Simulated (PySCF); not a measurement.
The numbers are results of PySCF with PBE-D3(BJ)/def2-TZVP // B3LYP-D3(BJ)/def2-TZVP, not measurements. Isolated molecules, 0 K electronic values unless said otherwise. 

Reference species (SMILES): `[CH]=C=C` (neutral, multiplicity 2).

```json
{
  "dipole_moment": "0.09 D"
}
```

Changed species: `[SiH3]` (radical fragment; the reference has radical fragment).

### Question
Give the shifts of the dipole moment.

### Answer
the dipole moment falls by 0.06 D, to 0.03 D.
